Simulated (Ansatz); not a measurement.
# CHNO: the cost of one run

Program: Ansatz 0.2.0. Level of theory: the levels named in each step. These are calculated values, not measurements.

### Step 1. Starting point

Bond lengths: N1–C2 1.191 Å, C2–O3 1.154 Å, N1–H4 0.993 Å. Angles: N1–C2–O3 169.4°, C2–N1–H4 136.6°.

Coordinates:

```xyz
4

N    -1.1305    0.2131    0.2706
C     0.0056   -0.0538    0.0337
O     1.1034   -0.1344   -0.3125
H    -1.8701   -0.1862    0.7994
```

### Step 2. A rough first relaxation, PBE-D4/def2-SVP

This run stands in another session on the same molecule. It ended at:

```xyz
4

N    -1.1725    0.2776    0.2438
C    -0.0076   -0.0234    0.0180
O     1.1203   -0.1755   -0.2915
H    -1.8320   -0.2400    0.8208
```

### Step 3. Relaxation, PBE0-D4/def2-TZVPP

This run stands in another session on the same molecule. It ended at:

```xyz
4

N    -1.1678    0.2822    0.2390
C    -0.0177   -0.0147    0.0160
O     1.0928   -0.1824   -0.2770
H    -1.7991   -0.2464    0.8131
```

### Step 4. Frequencies, PBE0-D4/def2-TZVPP

File input.yaml:

```yaml
crystal:
  periodic: [false, false, false]
  atoms:
    - { symbol: "N", position_ang: [-1.1677555, 0.28220923, 0.23904974] }
    - { symbol: C, position_ang: [-0.01765382, -0.01470745, 0.01600993] }
    - { symbol: O, position_ang: [1.09280799, -0.18244653, -0.27700914] }
    - { symbol: H, position_ang: [-1.79910867, -0.24638525, 0.81307947] }
basis:
  gaussian: { orbitals: def2-TZVPP }
hamiltonian:
  xc: pbe0
  dispersion: d4
phonons: {}
```

Run with:

```
$ ansatz run input.yaml --threads 4 --pin off --max-ram 10240MiB --backend cpu --events-out ev --progress --plain --runs-dir out
```

Q: Estimate wall time and peak memory on 4 threads of Arm Neoverse V1, shared host.

About 6.2 s, with a peak of 0.14 GiB.
